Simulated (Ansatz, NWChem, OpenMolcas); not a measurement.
## BNH6 (SMILES [BH3-][NH3+]): methods side by side

The species is BNH6 (8 atoms), meant as a singlet with charge 0. As SMILES, `[BH3-][NH3+]`. Geometry: relaxed at PBE0-D4/def2-TZVP.

```xyz
8

B    -0.1913    0.2508   -0.7754
N     0.2065   -0.2551    0.7317
H    -0.0782   -0.7284   -1.4810
H    -1.3326    0.6497   -0.6872
H     0.6044    1.1266   -1.0384
H     0.1408    0.5070    1.3987
H     1.1566   -0.6113    0.7553
H    -0.4140   -0.9965    1.0405
```

Each level gives the electronic atomisation energy (eV). The values are calculated. Electronic energies at fixed atoms, without zero-point motion or spin-orbit coupling.

| level | kind | program | value (eV) | less CCSD(T)/def2-TZVP |
| --- | --- | --- | --- | --- |
| HF/def2-TZVP | Hartree–Fock | Ansatz | 19.54 | -5.90 |
| BLYP/def2-TZVP | GGA | OpenMolcas | 26.35 | +0.91 |
| r2SCAN/def2-TZVP | meta-GGA | NWChem | 26.39 | +0.95 |
| B3LYP/def2-TZVP | global hybrid | OpenMolcas | 26.56 | +1.12 |
| M06-2X/def2-TZVP | hybrid meta-GGA | NWChem | 26.42 | +0.98 |
| CAM-B3LYP/def2-TZVP | range-separated hybrid | NWChem | 26.70 | +1.26 |
| B2PLYP/def2-TZVP | double hybrid | Ansatz | 26.18 | +0.74 |
| MP2/def2-TZVP | perturbation theory | Ansatz | 25.32 | -0.12 |
| CCSD(T)/def2-TZVP | coupled cluster or CI | Ansatz | 25.44 | 0.00 |
| CCSD/def2-TZVP | coupled cluster or CI | Ansatz | 25.22 | -0.22 |

Differences are taken from CCSD(T)/def2-TZVP for orientation; it has basis-set and higher-order errors of its own. The values span 19.54 to 26.70 eV.
